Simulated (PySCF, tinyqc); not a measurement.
Inside a calculation. Method: LCCD on RHF in the sto-6g basis, for HF, spin multiplicity 1. The lowest restricted solution is unstable here: a spin-polarised one lies 0.0239 hartree lower (PySCF). Computed by tinyqc, a small Python program that keeps every step (integrals from PySCF). Settings: charge = 0, multiplicity = 1, basis = sto-6g, method = RHF, energy threshold = 1e-10, iteration cap = 72, orthogonalisation = canonical, start = atomic densities, DIIS depth = 6, amplitude equations = LCCD, DIIS depth for amplitudes = 6, cap on updates = 57. Command: `OMP_NUM_THREADS=1 python tinyqc.py 22280 22281 out.jsonl` (the two numbers bound the seeds that draw the settings). One thread of a shared host (Intel(R) Xeon(R) Processor @ 2.60GHz), about 0.2 s of CPU time with the checks. The early iterations of the SCF are left out here.

## One-electron integrals

Geometry (angstrom):

| atom | x | y | z |
|---|---|---|---|
| F | 0.000000 | 0.000000 | 0.000000 |
| H | 0.000000 | 0.000000 | 1.371000 |

Basis sto-6g: exponents (1/bohr^2) and contraction coefficients of normalised primitives:

| element | l (shell) | exponent | coefficient |
|---|---|---|---|
| F | s (1) | 1728.626574 | 0.009164 |
| F | s (1) | 316.941790 | 0.049361 |
| F | s (1) | 88.668891 | 0.168538 |
| F | s (1) | 30.460157 | 0.370563 |
| F | s (1) | 11.828570 | 0.416492 |
| F | s (1) | 4.871659 | 0.130334 |
| F | s (2) | 67.032281 | -0.013253 |
| F | s (2) | 13.267438 | -0.046992 |
| F | s (2) | 4.123510 | -0.033785 |
| F | s (2) | 1.586463 | 0.250242 |
| F | s (2) | 0.689002 | 0.595117 |
| F | s (2) | 0.315820 | 0.240706 |
| F | p (3) | 67.032281 | 0.003760 |
| F | p (3) | 13.267438 | 0.037679 |
| F | p (3) | 4.123510 | 0.173897 |
| F | p (3) | 1.586463 | 0.418036 |
| F | p (3) | 0.689002 | 0.425860 |
| F | p (3) | 0.315820 | 0.101708 |
| H | s (1) | 35.523221 | 0.009164 |
| H | s (1) | 6.513144 | 0.049361 |
| H | s (1) | 1.822143 | 0.168538 |
| H | s (1) | 0.625955 | 0.370563 |
| H | s (1) | 0.243077 | 0.416492 |
| H | s (1) | 0.100112 | 0.130334 |

Overlap, kinetic and nuclear-attraction integrals over the contracted functions; the nuclear repulsion is the sum of Za Zb / Rab.

nuclear repulsion = 3.47381101 hartree

overlap S:
```
           1F 1s     1F 2s    1F 2px    1F 2py    1F 2pz     2H 1s
1F 1s   1.000000  0.232479  0.000000  0.000000  0.000000  0.017690
1F 2s   0.232479  1.000000  0.000000  0.000000  0.000000  0.212102
1F 2px  0.000000  0.000000  1.000000  0.000000  0.000000  0.000000
1F 2py  0.000000  0.000000  0.000000  1.000000  0.000000  0.000000
1F 2pz  0.000000  0.000000  0.000000  0.000000  1.000000  0.189436
2H 1s   0.017690  0.212102  0.000000  0.000000  0.189436  1.000000
```

kinetic energy T (hartree):
```
            1F 1s      1F 2s    1F 2px    1F 2py    1F 2pz      2H 1s
1F 1s   37.397730  -1.143349  0.000000  0.000000  0.000000  -0.005014
1F 2s   -1.143349   1.082297  0.000000  0.000000  0.000000  -0.002987
1F 2px   0.000000   0.000000  3.251325  0.000000  0.000000   0.000000
1F 2py   0.000000   0.000000  0.000000  3.251325  0.000000   0.000000
1F 2pz   0.000000   0.000000  0.000000  0.000000  3.251325   0.045553
2H 1s   -0.005014  -0.002987  0.000000  0.000000  0.045553   0.768522
```

nuclear attraction V (hartree):
```
             1F 1s       1F 2s      1F 2px      1F 2py      1F 2pz      2H 1s
1F 1s   -78.208431   -7.955442    0.000000    0.000000   -0.007125  -0.691674
1F 2s    -7.955442  -11.861307    0.000000    0.000000   -0.084140  -1.726458
1F 2px    0.000000    0.000000  -11.847645    0.000000    0.000000   0.000000
1F 2py    0.000000    0.000000    0.000000  -11.847645    0.000000   0.000000
1F 2pz   -0.007125   -0.084140    0.000000    0.000000  -11.887108  -1.321607
2H 1s    -0.691674   -1.726458    0.000000    0.000000   -1.321607  -4.689648
```

core Hamiltonian H = T + V (hartree):
```
             1F 1s       1F 2s     1F 2px     1F 2py     1F 2pz      2H 1s
1F 1s   -40.810701   -9.098791   0.000000   0.000000  -0.007125  -0.696689
1F 2s    -9.098791  -10.779011   0.000000   0.000000  -0.084140  -1.729444
1F 2px    0.000000    0.000000  -8.596320   0.000000   0.000000   0.000000
1F 2py    0.000000    0.000000   0.000000  -8.596320   0.000000   0.000000
1F 2pz   -0.007125   -0.084140   0.000000   0.000000  -8.635783  -1.276054
2H 1s    -0.696689   -1.729444   0.000000   0.000000  -1.276054  -3.921126
```

## Two-electron integrals

Functions are numbered as in S; the eight-fold symmetry (ij|kl) = (ji|kl) = (kl|ij) leaves the list below.

Two-electron integrals (ij|kl) in chemists' order, unique and non-zero (hartree):
```
(11|11) 5.406240   (21|11) 0.768129   (21|21) 0.138909   (22|11) 1.266271
(22|21) 0.283987   (22|22) 0.926367   (31|31) 0.029452   (32|31) 0.044681
(32|32) 0.204753   (33|11) 1.266273   (33|21) 0.283987   (33|22) 0.926366
(33|33) 0.998085   (41|41) 0.029452   (42|41) 0.044681   (42|42) 0.204753
(43|43) 0.053789   (44|11) 1.266273   (44|21) 0.283987   (44|22) 0.926366
(44|33) 0.890506   (44|44) 0.998085   (51|51) 0.029452   (52|51) 0.044681
(52|52) 0.204753   (53|53) 0.053789   (54|54) 0.053789   (55|11) 1.266273
(55|21) 0.283987   (55|22) 0.926366   (55|33) 0.890506   (55|44) 0.890506
(55|55) 0.998085   (61|11) 0.062075   (61|21) 0.010773   (61|22) 0.021586
(61|33) 0.021551   (61|44) 0.021551   (61|51) 0.000468   (61|52) 0.000922
(61|55) 0.021656   (61|61) 0.000849   (62|11) 0.176684   (62|21) 0.040314
(62|22) 0.149196   (62|33) 0.147045   (62|44) 0.147045   (62|51) 0.002929
(62|52) 0.023144   (62|55) 0.153498   (62|61) 0.003135   (62|62) 0.031472
(63|31) 0.004211   (63|32) 0.024999   (63|53) 0.004717   (63|63) 0.004330
(64|41) 0.004211   (64|42) 0.024999   (64|54) 0.004717   (64|64) 0.004330
(65|11) 0.129601   (65|21) 0.029955   (65|22) 0.118358   (65|33) 0.113667
(65|44) 0.113667   (65|51) 0.006015   (65|52) 0.041541   (65|55) 0.127739
(65|61) 0.002416   (65|62) 0.030629   (65|65) 0.033764   (66|11) 0.383259
(66|21) 0.089038   (66|22) 0.379623   (66|33) 0.369296   (66|44) 0.369296
(66|51) 0.006764   (66|52) 0.076478   (66|55) 0.400274   (66|61) 0.006943
(66|62) 0.111195   (66|65) 0.124860   (66|66) 0.774999
```

## Orthogonalisation

S = U s U^T; canonical form X = U s^(-1/2), so that X^T S X = 1. Each column of U has its largest component positive (the first on a tie).

eigenvalues of S: 0.664063  0.863296  1.000000  1.000000  1.119639  1.353002

X:
```
                1          2         3          4          5         6
1F 1s   -0.508645   0.627474  0.000000   0.000000  -0.510854  0.380706
1F 2s    0.787486  -0.332969  0.000000   0.000000  -0.292931  0.541278
1F 2px   0.000000   0.000000  0.369420   0.929263   0.000000  0.000000
1F 2py   0.000000   0.000000  0.929263  -0.369420   0.000000  0.000000
1F 2pz   0.388948   0.655659  0.000000   0.000000   0.624962  0.259502
2H 1s   -0.689744  -0.473150  0.000000   0.000000   0.394699  0.483567
```

Within a degenerate level the vectors are fixed only up to a rotation; this is one choice.

## Iteration 7 (converged): orbitals

converged F (hartree):
```
             1F 1s      1F 2s     1F 2px     1F 2py     1F 2pz      2H 1s
1F 1s   -26.265457  -6.372487   0.000000   0.000000  -0.012057  -0.490933
1F 2s    -6.372487  -2.883773   0.000000   0.000000  -0.011588  -0.500962
1F 2px    0.000000   0.000000  -0.473212   0.000000   0.000000   0.000000
1F 2py    0.000000   0.000000   0.000000  -0.473212   0.000000   0.000000
1F 2pz   -0.012057  -0.011588   0.000000   0.000000  -0.197370  -0.375382
2H 1s    -0.490933  -0.500962   0.000000   0.000000  -0.375382  -0.232295
```

Diagonalise F' = X^T F X, C = X C', fill 5 alpha and 5 beta electrons from the bottom; D = 2 C_occ C_occ^T. Each column has its largest component positive (the first on a tie).

F' = X^T F X (hartree):
```
           1          2          3          4          5          6
1  -3.220254   5.186209   0.000000   0.000000  -4.755621   3.996005
2   5.186209  -7.773392   0.000000   0.000000   7.961866  -7.024188
3   0.000000   0.000000  -0.473212   0.000000   0.000000   0.000000
4   0.000000   0.000000   0.000000  -0.473212   0.000000   0.000000
5  -4.755621   7.961866   0.000000   0.000000  -8.981918   7.817125
6   3.996005  -7.024188   0.000000   0.000000   7.817125  -7.888532
```

orbital energies (hartree): MO1 -26.268526, MO2 -1.420767, MO3 -0.473212, MO4 -0.473212, MO5 -0.453180, MO6 0.278377

coefficients C:
```
              MO1        MO2       MO3        MO4        MO5        MO6
1F 1s    0.997260  -0.246750  0.000000   0.000000   0.037015   0.039611
1F 2s    0.011628   1.008874  0.000000   0.000000  -0.201175  -0.226628
1F 2px   0.000000   0.000000  0.018314   0.999832   0.000000   0.000000
1F 2py   0.000000   0.000000  0.999832  -0.018314   0.000000   0.000000
1F 2pz   0.000711   0.013546  0.000000   0.000000   0.688806  -0.751299
2H 1s   -0.001385   0.073951  0.000000   0.000000   0.615088   0.839903
```

D after iteration 7:
```
            1F 1s      1F 2s    1F 2px    1F 2py     1F 2pz      2H 1s
1F 1s    2.113565  -0.489580  0.000000  0.000000   0.045726   0.006279
1F 2s   -0.489580   2.116866  0.000000  0.000000  -0.249793  -0.098299
1F 2px   0.000000   0.000000  2.000000  0.000000   0.000000   0.000000
1F 2py   0.000000   0.000000  0.000000  2.000000   0.000000   0.000000
1F 2pz   0.045726  -0.249793  0.000000  0.000000   0.949276   0.849355
2H 1s    0.006279  -0.098299  0.000000  0.000000   0.849355   0.767608
```

Within a degenerate level the vectors are fixed only up to a rotation; this is one choice.

## Convergence

Stop when the energy changes by less than 1e-10 hartree and every element of the error matrix X^T (F D S - S D F) X is below 3e-06.

Course of the cycle:

| iteration | E (hartree) | change | largest element of the error matrix |
|---|---|---|---|
| 1 | -99.96936313 | - | 4.55e-01 |
| 2 | -99.30130117 | 6.68e-01 | 2.11e-01 |
| 3 | -99.39050604 | -8.92e-02 | 2.24e-02 |
| 4 | -99.39134323 | -8.37e-04 | 2.26e-03 |
| 5 | -99.39134695 | -3.72e-06 | 2.69e-05 |
| 6 | -99.39134695 | -6.90e-10 | 3.38e-06 |
| 7 | -99.39134695 | -2.40e-11 | 1.12e-08 |

PySCF RHF in the same basis = -99.39134695 hartree

Converged in 7 iterations.

## Integrals over molecular orbitals

(pq|rs) = sum C_ip C_jq C_kr C_ls (ij|kl), one index at a time.

one-electron integrals over orbitals h = C^T H C (hartree):
```
            1          2          3          4          5          6
1  -40.797853   0.737127   0.000000   0.000000  -0.105700  -0.119305
2    0.737127  -9.186310   0.000000   0.000000   0.433772   0.660268
3    0.000000   0.000000  -8.596320   0.000000   0.000000   0.000000
4    0.000000   0.000000   0.000000  -8.596320   0.000000   0.000000
5   -0.105700   0.433772   0.000000   0.000000  -6.599458   2.387395
6   -0.119305   0.660268   0.000000   0.000000   2.387395  -5.900639
```

Two-electron integrals over orbitals (pq|rs), unique and non-zero (hartree):
```
(11|11) 5.382723    (21|11) -0.538466   (21|21) 0.086803    (22|11) 1.261738
(22|21) -0.024788   (22|22) 0.883783    (31|31) 0.030343    (32|31) 0.040279
(32|32) 0.191570    (33|11) 1.265990    (33|21) -0.014330   (33|22) 0.902152
(33|33) 0.998085    (41|41) 0.030343    (42|41) 0.040279    (42|42) 0.191570
(43|43) 0.053789    (44|11) 1.265990    (44|21) -0.014330   (44|22) 0.902152
(44|33) 0.890506    (44|44) 0.998085    (51|11) 0.082177    (51|21) -0.013026
(51|22) 0.004920    (51|33) 0.002098    (51|44) 0.002098    (51|51) 0.016876
(52|11) -0.104758   (52|21) 0.004231    (52|22) -0.044864   (52|33) -0.057186
(52|44) -0.057186   (52|51) 0.020533    (52|52) 0.126281    (53|31) -0.005548
(53|32) -0.022447   (53|53) 0.032823    (54|41) -0.005548   (54|42) -0.022447
(54|54) 0.032823    (55|11) 0.861765    (55|21) -0.007731   (55|22) 0.672950
(55|33) 0.658125    (55|44) 0.658125    (55|51) -0.001573   (55|52) -0.008568
(55|55) 0.653149    (61|11) 0.089488    (61|21) -0.014865   (61|22) 0.002993
(61|33) 0.002341    (61|44) 0.002341    (61|51) -0.013401   (61|52) -0.022514
(61|55) 0.004100    (61|61) 0.018928    (62|11) -0.129394   (62|21) 0.003806
(62|22) -0.070613   (62|33) -0.070366   (62|44) -0.070366   (62|51) -0.019926
(62|52) -0.083757   (62|55) -0.020763   (62|61) 0.019310    (62|62) 0.090620
(63|31) -0.005701   (63|32) -0.023402   (63|53) -0.023878   (63|63) 0.027986
(64|41) -0.005701   (64|42) -0.023402   (64|54) -0.023878   (64|64) 0.027986
(65|11) -0.440021   (65|21) 0.006777    (65|22) -0.259028   (65|33) -0.261522
(65|44) -0.261522   (65|51) 0.001330    (65|52) 0.069547    (65|55) -0.088123
(65|61) -0.003750   (65|62) 0.029265    (65|65) 0.248415    (66|11) 0.817994
(66|21) -0.008251   (66|22) 0.624015    (66|33) 0.609631    (66|44) 0.609631
(66|51) 0.008365    (66|52) 0.038536    (66|55) 0.635203    (66|61) -0.006173
(66|62) -0.047584   (66|65) -0.026746   (66|66) 0.658072
```

## LCCD: starting amplitudes

t_ij^ab = <ij||ab> / (e_i + e_j - e_a - e_b), whose energy is MP2.

Starting amplitudes (spin orbitals 1a, 1b, ...; amplitudes related by a flip of all spins are not repeated):

| from | to | t |
|---|---|---|
| 5a 5b | 6a 6b | -0.169785 |
| 2a 2b | 6a 6b | -0.026666 |
| 4a 4b | 6a 6b | -0.018618 |
| 3a 3b | 6a 6b | -0.018618 |
| 2a 5b | 6a 6b | -0.012040 |
| 1a 2b | 6a 6b | -0.000684 |
| 1a 1b | 6a 6b | -0.000356 |
| 1a 5b | 6a 6b | 0.000137 |

correlation energy = -0.04637472 hartree

## LCCD: amplitude update 1

t_ij^ab D_ij^ab are set to the remaining terms of the spin-orbital equations, evaluated with the old amplitudes; for the doubles these are <ij||ab> + 1/2 <ab||ef> t_ij^ef + 1/2 <mn||ij> t_mn^ab + P(ij)P(ab) <mb||ej> t_im^ae, D the orbital-energy denominators (linear CCD).

Amplitudes after update 1 (spin orbitals 1a, 1b, ...; amplitudes related by a flip of all spins are not repeated):

| from | to | t |
|---|---|---|
| 5a 5b | 6a 6b | -0.252581 |
| 2a 2b | 6a 6b | -0.024967 |
| 2a 5b | 6a 6b | -0.020923 |
| 4a 4b | 6a 6b | -0.020157 |
| 3a 3b | 6a 6b | -0.020157 |
| 1a 2b | 6a 6b | -0.000526 |
| 1a 1b | 6a 6b | -0.000238 |
| 1a 5b | 6a 6b | 0.000020 |

correlation energy = -0.06738538 hartree

## LCCD: amplitude update 2

As before.

Amplitudes after update 2 (spin orbitals 1a, 1b, ...; amplitudes related by a flip of all spins are not repeated):

| from | to | t |
|---|---|---|
| 5a 5b | 6a 6b | -0.294819 |
| 2a 5b | 6a 6b | -0.025442 |
| 2a 2b | 6a 6b | -0.021818 |
| 4a 4b | 6a 6b | -0.019532 |
| 3a 3b | 6a 6b | -0.019532 |
| 1a 2b | 6a 6b | -0.000460 |
| 1a 1b | 6a 6b | -0.000220 |
| 1a 5b | 6a 6b | -0.000036 |

correlation energy = -0.07781872 hartree

## LCCD: convergence

E_corr = 1/4 sum <ij||ab> t_ij^ab; stop when the norm of the change is below 1e-8.

Course of the amplitude iterations:

| update | correlation energy (hartree) | norm of the change |
|---|---|---|
| 0 | -0.04637472 | - |
| 1 | -0.06738538 | 1.68e-01 |
| 2 | -0.07781872 | 8.57e-02 |
| 3 | -0.08882566 | 4.43e-02 |
| 4 | -0.08883473 | 7.94e-04 |
| 5 | -0.08883038 | 1.54e-04 |
| 6 | -0.08883070 | 3.23e-05 |
| 7 | -0.08883070 | 4.75e-08 |
| 8 | -0.08883070 | 1.14e-09 |

Converged amplitudes (spin orbitals 1a, 1b, ...; amplitudes related by a flip of all spins are not repeated):

| from | to | t |
|---|---|---|
| 5a 5b | 6a 6b | -0.340056 |
| 2a 5b | 6a 6b | -0.029774 |
| 4a 4b | 6a 6b | -0.017746 |
| 3a 3b | 6a 6b | -0.017746 |
| 2a 2b | 6a 6b | -0.017662 |
| 1a 2b | 6a 6b | -0.000406 |
| 1a 1b | 6a 6b | -0.000210 |
| 1a 5b | 6a 6b | -0.000095 |

LCCD total energy = -99.48017765 hartree

Converged in 8 updates, with DIIS from the third.
